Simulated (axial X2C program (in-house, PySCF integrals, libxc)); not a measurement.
## Excited states of CN⁻ by EOM-EE-CCSD

Calculated with an axial X2C code built on PySCF integrals: two-component X2C with atomic mean-field Coulomb and Gaunt terms, Gaussian nuclei, basis N dyall-av3z, C dyall-av3z with contracted cores.

R = 1.171 Å (near the PBE0 minimum at charge -1 of the determinant lowest at the starting distance; the state shown can have its own minimum elsewhere).

Hartree–Fock spinors of CN⁻ (one of each Kramers pair; a window near the gap, which can cut inner shells):

```json
{"ω": "1/2", "occupied": "yes", "ε (eV)": "-25.26", "character": "42% N s, 23% C s, 19% C p"}
{"ω": "1/2", "occupied": "yes", "ε (eV)": "-9.27", "character": "52% N p, 16% N s, 13% C s"}
{"ω": "1/2", "occupied": "yes", "ε (eV)": "-5.29", "character": "54% N p, 36% C p, 5% C d"}
{"ω": "3/2", "occupied": "yes", "ε (eV)": "-5.28", "character": "54% N p, 36% C p, 5% C d"}
{"ω": "1/2", "occupied": "yes", "ε (eV)": "-5.24", "character": "40% C p, 26% C s, 19% N p"}
{"ω": "1/2", "occupied": "no", "ε (eV)": "4.69", "character": "86% C p, 7% N p, 5% C s"}
{"ω": "1/2", "occupied": "no", "ε (eV)": "4.72", "character": "97% C p"}
{"ω": "3/2", "occupied": "no", "ε (eV)": "4.72", "character": "97% C p"}
{"ω": "1/2", "occupied": "no", "ε (eV)": "5.13", "character": "71% C s, 17% N p, 11% C p"}
{"ω": "3/2", "occupied": "no", "ε (eV)": "6.90", "character": "91% N p, 4% C d, 3% C p"}
{"ω": "1/2", "occupied": "no", "ε (eV)": "6.90", "character": "91% N p, 4% C d, 3% C p"}
```

Vertical excitation energies from the closed-shell determinant state of CN⁻:

```
 Ω  excitation (eV)   cm⁻¹      hole of the leading pair  particle of the leading pair  weight of the pair (for Ω = 0 its time-reversed partner can hold as much again)  singles weight
 1            5.027  40548  40% C pσ, 28% C sσ, 17% N pσ            54% C sσ, 42% C pσ                                                                             0.92            0.93
0⁻            5.027  40549  40% C pσ, 28% C sσ, 17% N pσ            54% C sσ, 42% C pσ                                                                             0.46            0.93
 2            5.154  41568  39% C pσ, 26% C sσ, 20% N pσ             87% C pπ, 8% N pπ                                                                             0.92            0.92
 1            5.160  41618  39% C pσ, 26% C sσ, 20% N pσ             88% C pπ, 8% N pπ                                                                             0.55            0.92
0⁻            5.167  41673  39% C pσ, 26% C sσ, 20% N pσ             88% C pπ, 8% N pπ                                                                             0.80            0.92
0⁺            5.167  41673  39% C pσ, 26% C sσ, 20% N pσ             88% C pπ, 8% N pπ                                                                             0.83            0.92
 1            5.210  42021  38% C pσ, 25% C sσ, 21% N pσ   67% C pπ, 13% C pσ, 9% C sσ                                                                             0.61            0.92
0⁻            5.210  42023  36% C pσ, 24% N pσ, 24% C sσ  48% C pσ, 32% C sσ, 17% N pσ                                                                             0.45            0.92
 1            5.210  42024  36% C pσ, 24% C sσ, 23% N pσ  43% C pσ, 29% C sσ, 15% N pσ                                                                             0.85            0.92
0⁺            5.216  42072  39% C pσ, 26% C sσ, 20% N pσ             91% C pσ, 7% N pσ                                                                             0.46            0.92
```

This point took 35 s on 1 thread of Arm Neoverse N1, with other jobs on the host.

Reference electrons by ω block (each with its −ω partner): 1/2: 6, 3/2: 1. 10 electrons of CN⁻ correlated (inner shells frozen), 88 natural virtual spinors (a truncated set); levels can be off by some tenths of an eV. Roots sought by Ω: (0: 5, 1: 4, 2: 3, 3: 1); rows need 60 % singles weight and stop where some Ω has no more roots. Missing are any skipped roots, higher Ω and states of a further excitation; these come out far too high here and may in truth be low or lowest. T1 of the reference 0.018 (Lee–Taylor). The highest Hartree–Fock level of the anion lies at -5.24 eV; relaxation, partly offset by correlation, puts the detachment threshold some tenths of an eV to over one eV lower in magnitude, and states above it are held by the basis set and are not bound. Number of frozen shells: N 1 s; C 1 s.
